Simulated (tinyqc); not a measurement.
Geometry optimisation on the RHF/sto-3g surface (energies and gradients from PySCF), for H2F+, spin multiplicity 1, step by step. Computed by tinyqc, a small Python program that keeps every step (integrals from PySCF). Settings: charge = 1, multiplicity = 1, basis = sto-3g, optimiser = bfgs, first Hessian = 0.6, largest step = 0.5, iteration cap = 30. Command: `OMP_NUM_THREADS=1 python tinyqc.py 22469 22470 out.jsonl` (the two numbers bound the seeds that draw the settings). One thread of a shared host (Intel(R) Xeon(R) Processor @ 2.60GHz), about 0.6 s of CPU time with the checks.

## Step 1: energy and gradient

positions at the start (bohr):
```
            x          y         z
1F   0.017008  -0.022677  0.035905
2H  -0.030236   1.468317  1.005334
3H  -0.037795  -1.517450  1.158402
```

Self-consistent energy and analytic gradient at these positions.

energy = -98.86243875 hartree

gradient (hartree/bohr):
```
              x            y            z
1F  -0.00030525   0.05061754   0.00628963
2H   0.00098444  -0.03848594  -0.02020541
3H  -0.00067919  -0.01213160   0.01391578
```

## Step 1: move

Quasi-Newton step p = -H^(-1) g (first H = 0.6 times the unit matrix); steps longer than 0.5 bohr are cut back.

positions after step 1 (bohr):
```
            x          y         z
1F   0.017516  -0.107039  0.025422
2H  -0.031876   1.532460  1.039010
3H  -0.036663  -1.497231  1.135209
```

## Step 2: energy and gradient

As before.

energy = -98.86047465 hartree

gradient (hartree/bohr):
```
              x            y            z
1F   0.00021394  -0.07511457  -0.00443323
2H  -0.00138028   0.03869367   0.02832034
3H   0.00116635   0.03642090  -0.02388711
```

## Step 2: move

inverse Hessian in use (bohr^2/hartree):
```
           1          2          3          4          5          6          7          8
1   1.666667   0.001674  -0.000009   0.000029  -0.000458  -0.000595  -0.000029  -0.001216
2   0.001674   1.098325  -0.034677  -0.010462   0.297029   0.214666   0.008788   0.271313
3  -0.000009  -0.034677   1.666824  -0.000601   0.009579   0.012326   0.000610   0.025098
4   0.000029  -0.010462  -0.000601   1.666475   0.005327   0.003939   0.000163   0.005135
5  -0.000458   0.297029   0.009579   0.005327   1.543545  -0.109289  -0.004869  -0.173908
6  -0.000595   0.214666   0.012326   0.003939  -0.109289   1.585848  -0.003344  -0.105377
7  -0.000029   0.008788   0.000610   0.000163  -0.004869  -0.003344   1.666533  -0.003919
8  -0.001216   0.271313   0.025098   0.005135  -0.173908  -0.105377  -0.003919   1.569262
9   0.000603  -0.179989  -0.012483  -0.003338   0.099710   0.068493   0.002735   0.080279

           9
1   0.000603
2  -0.179989
3  -0.012483
4  -0.003338
5   0.099710
6   0.068493
7   0.002735
8   0.080279
9   1.610657
```

Quasi-Newton step p = -H^(-1) g (the inverse Hessian comes from BFGS updates; coordinates in the order x, y, z of each atom); steps longer than 0.5 bohr are cut back.

positions after step 2 (bohr):
```
            x          y         z
1F   0.017379  -0.056471  0.028273
2H  -0.030949   1.506913  1.019990
3H  -0.037452  -1.522251  1.151378
```

## Convergence

Stop when the largest gradient component is below 3e-5 hartree/bohr. The inverse Hessian follows the BFGS update with s = step, y = change of gradient.

Course of the optimisation:
```
step   E (hartree)  largest gradient (hartree/bohr)
1     -98.86243875                         5.06e-02
2     -98.86047465                         7.51e-02
3     -98.86395258                         1.13e-02
4     -98.86401382                         8.21e-03
5     -98.86409169                         1.76e-03
6     -98.86410257                         9.73e-04
7     -98.86410753                         2.37e-04
8     -98.86410759                         3.13e-05
9     -98.86410759                         5.66e-07
```

Final distances (angstrom):
```
pair   distance
2H-1F  0.973395
3H-1F  0.973395
3H-2H  1.613911
```

Converged in 9 steps.
